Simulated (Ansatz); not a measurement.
# N2 with SiH4: superposition error and deformation, part 1 of 3

How much of this pair's binding is borrowed basis, and how much do the fragments pay to take the shapes they have in the pair?

Method: PBE0-D4 structures, single points in def2-TZVPPD; program: Ansatz 0.2.0, Gaussian basis.

Levels: PBE-D4, revPBE-D4, BLYP-D4, r2SCAN-D4, B97M-V, PBE0-D4, B3LYP-D4, HSE06-D4, wB97X-V, wB97M-V, B2PLYP, Hartree-Fock, MP2, CCSD, CCSD(T).

Correlated methods freeze the cores. B3LYP uses VWN-RPA correlation. B2PLYP carries no dispersion term here.

129 further runs of the same task are left out: 129 set aside as unsound or not needed.

**1. The system as given**

The relaxed pair: 7 atoms, charge 0, spin multiplicity 1.

Atoms are counted from 1 here; the program's logs count them from 0.

Bond lengths: N1–N2 1.089 Å, Si3–H4 1.484 Å, Si3–H5 1.484 Å, Si3–H6 1.486 Å, Si3–H7 1.484 Å. Angles: H4–Si3–H5 109.6°, H4–Si3–H6 109.3°, H4–Si3–H7 109.6°, H5–Si3–H6 109.3°, H5–Si3–H7 109.6°, H6–Si3–H7 109.3°.

Coordinates:

```xyz
7

N     0.1841   -0.0926   -3.4925
N     0.1783   -0.1152   -2.4034
Si   -0.0722    0.0413    1.1769
H     0.7657   -1.1290    0.8141
H     0.5594    1.2840    0.6666
H    -0.1912    0.1218    2.6554
H    -1.4241   -0.1103    0.5829
```

Atoms 1 to 2 are fragment A (N2), the rest fragment B (SiH4). From earlier runs, pair energy (eV) and counterpoise interaction (meV):

```csv
method,E(pair),interaction
PBE-D4,-10916.58347,-26
revPBE-D4,-10922.13438,0
BLYP-D4,-10923.77418,-3
r2SCAN-D4,-10921.77758,-17
B97M-V,-10921.74553,-28
PBE0-D4,-10917.37217,-24
B3LYP-D4,-10925.22870,-13
HSE06-D4,-10917.02638,-24
wB97X-V,-10922.16286,-28
wB97M-V,-10922.65195,-26
B2PLYP,-10918.95559,-6
MP2,-10905.37677,-27
CCSD(T),-10906.76349,-24
```

First each fragment is run alone in its own basis, frozen in the shape it has in the pair (a, b).

**2. PBE-D4/def2-TZVPPD**

The input, a/in.yaml:

```yaml
crystal:
  periodic: [false, false, false]
  atoms:
    - {symbol: N, position_ang: [0.184068, -0.092581, -3.492536]}
    - {symbol: N, position_ang: [0.178342, -0.115155, -2.403399]}
basis:
  gaussian: {orbitals: "def2-TZVPPD.json"}
hamiltonian: {xc: pbe, dispersion: d4}
```

The input, b/in.yaml:

```yaml
crystal:
  periodic: [false, false, false]
  atoms:
    - {symbol: Si, position_ang: [-0.072159, 0.041304, 1.176883]}
    - {symbol: H, position_ang: [0.765727, -1.128981, 0.814083]}
    - {symbol: H, position_ang: [0.559358, 1.284020, 0.666604]}
    - {symbol: H, position_ang: [-0.191205, 0.121810, 2.655433]}
    - {symbol: H, position_ang: [-1.424129, -0.110317, 0.582932]}
basis:
  gaussian: {orbitals: "def2-TZVPPD.json"}
hamiltonian: {xc: pbe, dispersion: d4}
```

The basis file named in the input lies beside it (Basis Set Exchange, JSON).

One command serves all of them, each in its own folder.

Run with:

```
ansatz run in.yaml --threads 2 --pin off --events-out ev --progress --plain --max-ram 5222MiB
```

Log of a:

```text
Functional definition: PBE
  name "PBE"
  cite "Perdew, Burke & Ernzerhof, Phys. Rev. Lett. 77, 3865 (1996) doi:10.1103/PhysRevLett.77.3865"
  parent pbe
  parameter kappa = 0.804
  parameter beta = 0.06672455060314922
  exchange = pbe_x(kappa = kappa, mu = beta*pi^2/3)
  correlation = pbe_c(beta = beta)
358 factors; their error is unknown
mean field evaluation 1: about -2976.4685 eV, gradient 3.2e1 eV
mean field evaluation 2: about -2976.6190 eV, gradient 2.9e1 eV
mean field evaluation 4: about -2978.3505 eV, gradient 6.1e-2 eV
mean field evaluation 8: about -2978.3466 eV, gradient 4.0e-4 eV
mean field -2978.34655973 eV, -109.4522172744 hartree, gradient 2.2e-5 eV, S^2 0.000000; 0 other end points of the search recorded, 0 dependent functions left out
reference -2978.34658192 eV, -109.4522180896 hartree; 7, 7 occupied and 67, 67 virtual orbitals, 358 factors
Total energy: -2978.35646907 eV, -109.4525814358 hartree
```

Output in b, shortened:

```text
[... 4 set-up lines as earlier in the session ...]
[...]
541 factors; their error is unknown
[...]
mean field -7938.15583296 eV, -291.7218461862 hartree, gradient 5.0e-5 eV, S^2 0.000000; 0 other end points of the search recorded, 0 dependent functions left out
reference -7938.15586735 eV, -291.7218474499 hartree; 9, 9 occupied and 107, 107 virtual orbitals, 541 factors
Total energy: -7938.19820825 eV, -291.7234034492 hartree
```

They took 0.2 s (a), 0.5 s (b) on 2 threads of Arm Neoverse V2, shared host.

**3. r2SCAN-D4/def2-TZVPPD**

Each input of step 2 (a, b) changes in the same lines:

```diff
-hamiltonian: {xc: pbe, dispersion: d4}
+hamiltonian: {xc: r2scan, dispersion: d4}
```

The same command starts each run, in its folder.

Run with:

```
ansatz run in.yaml --threads 2 --pin off --events-out ev --progress --plain --max-ram 5222MiB
```

a printed, shortened:

```text
Functional definition: r2SCAN
  name "r2SCAN"
  cite "Furness, Kaplan, Ning, Perdew & Sun, J. Phys. Chem. Lett. 11, 8208 (2020) doi:10.1021/acs.jpclett.0c02405"
  cite "Furness, Kaplan, Ning, Perdew & Sun, J. Phys. Chem. Lett. 11, 9248 (2020) doi:10.1021/acs.jpclett.0c03077"
  parent r2scan
[...]
358 factors; their error is unknown
[...]
mean field -2979.98681258 eV, -109.5124954547 hartree, gradient 3.2e-6 eV, S^2 0.000000; 0 other end points of the search recorded, 0 dependent functions left out
reference -2979.98681883 eV, -109.5124956842 hartree; 7, 7 occupied and 67, 67 virtual orbitals, 358 factors
Total energy: -2979.98903561 eV, -109.5125771495 hartree
```

Output in b, shortened:

```text
[... 5 set-up lines as earlier in the session ...]
[...]
541 factors; their error is unknown
[...]
mean field -7941.75974336 eV, -291.8542874504 hartree, gradient 1.3e-5 eV, S^2 0.000000; 0 other end points of the search recorded, 0 dependent functions left out
reference -7941.75975373 eV, -291.8542878314 hartree; 9, 9 occupied and 107, 107 virtual orbitals, 541 factors
Total energy: -7941.76932305 eV, -291.8546394975 hartree
```

Wall times: 0.55 s (a), 1 s (b) on 2 threads of Arm Neoverse V2, shared host.

**4. PBE0-D4/def2-TZVPPD**

The same edit goes into each in.yaml of step 3 (a, b):

```diff
-hamiltonian: {xc: r2scan, dispersion: d4}
+hamiltonian: {xc: pbe0, dispersion: d4}
+output: {orbitals: {seedname: orbitals}}
```

The same command starts each run, in its folder.

Run with:

```
ansatz run in.yaml --threads 2 --pin off --events-out ev --progress --plain --max-ram 5222MiB
```

a printed, shortened:

```text
Functional definition: PBE0
  name "PBE0"
  cite "Adamo & Barone, J. Chem. Phys. 110, 6158 (1999) doi:10.1063/1.478522"
[... 2 set-up lines as earlier in the session ...]
[...]
358 factors; their error is unknown
[...]
mean field -2978.19949022 eV, -109.4468125696 hartree, gradient 2.8e-6 eV, S^2 0.000000; 0 other end points of the search recorded, 0 dependent functions left out
reference -2978.19950557 eV, -109.4468131337 hartree; 7, 7 occupied and 67, 67 virtual orbitals, 358 factors
Total energy: -2978.20749483 eV, -109.4471067333 hartree
```

Output in b, shortened:

```text
[... 5 set-up lines as earlier in the session ...]
[...]
558 factors; their error is unknown
[...]
mean field -7939.10412186 eV, -291.7566951604 hartree, gradient 7.8e-5 eV, S^2 0.000000; 0 other end points of the search recorded, 0 dependent functions left out
reference -7939.10414781 eV, -291.7566961139 hartree; 9, 9 occupied and 107, 107 virtual orbitals, 558 factors
Total energy: -7939.13872916 eV, -291.7579669551 hartree
```

Times: 0.25 s (a), 0.5 s (b) on 2 threads of Arm Neoverse V2, shared host.

**5. B3LYP-D4/def2-TZVPPD**

The same edit goes into each in.yaml of step 4 (a, b):

```diff
-hamiltonian: {xc: pbe0, dispersion: d4}
-output: {orbitals: {seedname: orbitals}}
+hamiltonian: {xc: {name: B3LYP}, dispersion: d4}
```

One command serves all of them, each in its own folder.

Run with:

```
ansatz run in.yaml --threads 2 --pin off --events-out ev --progress --plain --max-ram 5222MiB
```

a printed, shortened:

```text
Functional definition: B3LYP
  name "B3LYP"
  cite "Stephens, Devlin, Chabalowski & Frisch, J. Phys. Chem. 98, 11623 (1994) doi:10.1021/j100096a001"
  cite "Becke, Phys. Rev. A 38, 3098 (1988) doi:10.1103/PhysRevA.38.3098"
  cite "Lee, Yang & Parr, Phys. Rev. B 37, 785 (1988) doi:10.1103/PhysRevB.37.785"
  cite "Vosko, Wilk & Nusair, Can. J. Phys. 58, 1200 (1980) doi:10.1139/p80-159"
[...]
358 factors; their error is unknown
[...]
mean field -2981.65471382 eV, -109.5737896948 hartree, gradient 1.6e-6 eV, S^2 0.000000; 0 other end points of the search recorded, 0 dependent functions left out
reference -2981.65484908 eV, -109.5737946653 hartree; 7, 7 occupied and 67, 67 virtual orbitals, 358 factors
Total energy: -2981.67087563 eV, -109.5743836302 hartree
```

b printed, shortened:

```text
[... 6 set-up lines as earlier in the session ...]
[...]
551 factors; their error is unknown
[...]
mean field -7943.47313058 eV, -291.9172532692 hartree, gradient 1.0e-5 eV, S^2 0.000000; 0 other end points of the search recorded, 0 dependent functions left out
reference -7943.47334316 eV, -291.9172610813 hartree; 9, 9 occupied and 107, 107 virtual orbitals, 551 factors
Total energy: -7943.54200878 eV, -291.9197844965 hartree
```

They took 0.25 s (a), 0.65 s (b) on 2 threads of Arm Neoverse V2, shared host.

**6. wB97X-V/def2-TZVPPD**

Each input of step 5 (a, b) changes in the same lines:

```diff
-hamiltonian: {xc: {name: B3LYP}, dispersion: d4}
+hamiltonian: {xc: {name: wB97X-V}}
```

The same command starts each run, in its folder.

Run with:

```
ansatz run in.yaml --threads 2 --pin off --events-out ev --progress --plain --max-ram 5222MiB
```

Log of a, shortened:

```text
Functional definition: wB97X-V
  name "wB97X-V"
  cite "Mardirossian & Head-Gordon, Phys. Chem. Chem. Phys. 16, 9904 (2014) doi:10.1039/C3CP54374A"
  cite "Becke, J. Chem. Phys. 107, 8554 (1997) doi:10.1063/1.475007"
  cite "Vydrov & Van Voorhis, J. Chem. Phys. 133, 244103 (2010) doi:10.1063/1.3521275"
[...]
      + integral(e_c_pw_opposite_spin*poly(b97_u_opposite, cos0, cos1)) + vv10(b, c)
358 factors; their error is unknown
78 factors; integrals over basis functions are off by at most 8.6e-5 eV
[...]
mean field -2980.74844706 eV, -109.5404850056 hartree, gradient 3.7e-5 eV, S^2 0.000000; 0 other end points of the search recorded, 0 dependent functions left out
reference -2980.74844591 eV, -109.5404849632 hartree; 7, 7 occupied and 67, 67 virtual orbitals, 358 factors
Total energy: -2980.74844591 eV, -109.5404849632 hartree
```

Output in b, shortened:

```text
[... 5 set-up lines as earlier in the session ...]
[...]
      + integral(e_c_pw_opposite_spin*poly(b97_u_opposite, cos0, cos1)) + vv10(b, c)
551 factors; their error is unknown
174 factors; integrals over basis functions are off by at most 1.3e-5 eV
[...]
mean field -7941.38364095 eV, -291.8404659418 hartree, gradient 9.3e-6 eV, S^2 0.000000; 0 other end points of the search recorded, 0 dependent functions left out
reference -7941.38363922 eV, -291.8404658783 hartree; 9, 9 occupied and 107, 107 virtual orbitals, 551 factors
Total energy: -7941.38363922 eV, -291.8404658783 hartree
```

Wall times: 0.65 s (a), 1.9 s (b) on 2 threads of Arm Neoverse V2, shared host.

**7. wB97M-V/def2-TZVPPD**

Each input of step 6 (a, b) changes in the same lines:

```diff
-hamiltonian: {xc: {name: wB97X-V}}
+hamiltonian: {xc: {name: wB97M-V}}
```

One command serves all of them, each in its own folder.

Run with:

```
ansatz run in.yaml --threads 2 --pin off --events-out ev --progress --plain --max-ram 5222MiB
```

Log of a, shortened:

```text
Functional definition: wB97M-V
  name "wB97M-V"
  cite "Mardirossian & Head-Gordon, J. Chem. Phys. 144, 214110 (2016) doi:10.1063/1.4952647"
[... 2 set-up lines as earlier in the session ...]
  # Of w^i u^j: cxij and so on, Table III.
[...]
  gx(w, u) = 1 - cx + cx01*u + cx10*w
[...]
      + integral(e_c_pw_mod_opposite_spin*gos(b97_w_opposite, b97_u_opposite)) + vv10(b, c)
358 factors; their error is unknown
78 factors; integrals over basis functions are off by at most 8.6e-5 eV
[...]
mean field -2981.07707423 eV, -109.5525618312 hartree, gradient 2.5e-5 eV, S^2 0.000000; 0 other end points of the search recorded, 0 dependent functions left out
reference -2981.07710294 eV, -109.5525628863 hartree; 7, 7 occupied and 67, 67 virtual orbitals, 358 factors
Total energy: -2981.07710294 eV, -109.5525628863 hartree
```

Log of b, shortened:

```text
[... 5 set-up lines as earlier in the session ...]
  # Of w^i u^j: cxij and so on, Table III.
[...]
  gx(w, u) = 1 - cx + cx01*u + cx10*w
[...]
      + integral(e_c_pw_mod_opposite_spin*gos(b97_w_opposite, b97_u_opposite)) + vv10(b, c)
546 factors; their error is unknown
174 factors; integrals over basis functions are off by at most 1.3e-5 eV
[...]
mean field -7941.54617134 eV, -291.8464388233 hartree, gradient 8.2e-6 eV, S^2 0.000000; 0 other end points of the search recorded, 0 dependent functions left out
reference -7941.54621413 eV, -291.8464403960 hartree; 9, 9 occupied and 107, 107 virtual orbitals, 546 factors
Total energy: -7941.54621413 eV, -291.8464403960 hartree
```

Times: 0.7 s (a), 1.8 s (b) on 2 threads of Arm Neoverse V2, shared host.

**8. B2PLYP/def2-TZVPPD**

The same edit goes into each in.yaml of step 7 (a, b):

```diff
-hamiltonian: {xc: {name: wB97M-V}}
+hamiltonian: {xc: {name: B2PLYP}}
```

One command serves all of them, each in its own folder.

Run with:

```
ansatz run in.yaml --threads 2 --pin off --events-out ev --progress --plain --max-ram 5222MiB
```

a printed, shortened:

```text
Functional definition: B2PLYP
  name "B2PLYP"
  cite "Grimme, J. Chem. Phys. 124, 034108 (2006) doi:10.1063/1.2148954"
[... 2 set-up lines as earlier in the session ...]
[...]
478 factors; integrals over basis functions are off by at most 8.4e-4 eV
[...]
mean field -2976.36323877 eV, -109.3793315735 hartree, gradient 1.8e-6 eV, S^2 0.000000; 0 other end points of the search recorded, 0 dependent functions left out
2 core orbitals not correlated: weight in the atoms' cores, before any rotation towards them, 1.000 or more for the frozen orbitals, at most 0.000 for the correlated occupied ones
reference -2976.36332806 eV, -109.3793348548 hartree; 5, 5 occupied and 67, 67 virtual orbitals, 478 factors
second order -12.53805792 eV of doubles, -0.00000000 eV of singles
Total energy: -2979.74860370 eV, -109.5037414399 hartree
```

Output in b, shortened:

```text
[... 5 set-up lines as earlier in the session ...]
[...]
630 factors; integrals over basis functions are off by at most 7.7e-4 eV
[...]
mean field -7937.90005568 eV, -291.7124465443 hartree, gradient 9.0e-6 eV, S^2 0.000000; 0 other end points of the search recorded, 0 dependent functions left out
5 core orbitals not correlated: weight in the atoms' cores, before any rotation towards them, 1.000 or more for the frozen orbitals, at most 0.000 for the correlated occupied ones
reference -7937.90019192 eV, -291.7124515510 hartree; 4, 4 occupied and 107, 107 virtual orbitals, 630 factors
second order -4.79971018 eV of doubles, -0.00000000 eV of singles
Total energy: -7939.19611367 eV, -291.7600757968 hartree
```

They took 0.4 s (a), 0.9 s (b) on 2 threads of Arm Neoverse V2, shared host.

**9. BLYP-D4/def2-TZVPPD**

Each input of step 8 (a, b) changes in the same lines:

```diff
-hamiltonian: {xc: {name: B2PLYP}}
+hamiltonian: {xc: {name: BLYP}, dispersion: d4}
```

One command serves all of them, each in its own folder.

Run with:

```
ansatz run in.yaml --threads 2 --pin off --events-out ev --progress --plain --max-ram 5222MiB
```

Log of a, shortened:

```text
Functional definition: BLYP
  name "BLYP"
[... 2 set-up lines as earlier in the session ...]
[...]
358 factors; their error is unknown
[...]
mean field -2981.31796589 eV, -109.5614144365 hartree, gradient 2.8e-5 eV, S^2 0.000000; 0 other end points of the search recorded, 0 dependent functions left out
reference -2981.31815836 eV, -109.5614215097 hartree; 7, 7 occupied and 67, 67 virtual orbitals, 358 factors
Total energy: -2981.34173993 eV, -109.5622881163 hartree
```

Output in b, shortened:

```text
[... 4 set-up lines as earlier in the session ...]
[...]
541 factors; their error is unknown
[...]
mean field -7942.32716052 eV, -291.8751396465 hartree, gradient 2.3e-5 eV, S^2 0.000000; 0 other end points of the search recorded, 0 dependent functions left out
reference -7942.32744505 eV, -291.8751501028 hartree; 9, 9 occupied and 107, 107 virtual orbitals, 541 factors
Total energy: -7942.42586013 eV, -291.8787667901 hartree
```

Wall times: 0.2 s (a), 0.65 s (b) on 2 threads of Arm Neoverse V2, shared host.

(Continued in part 2 of 3.)
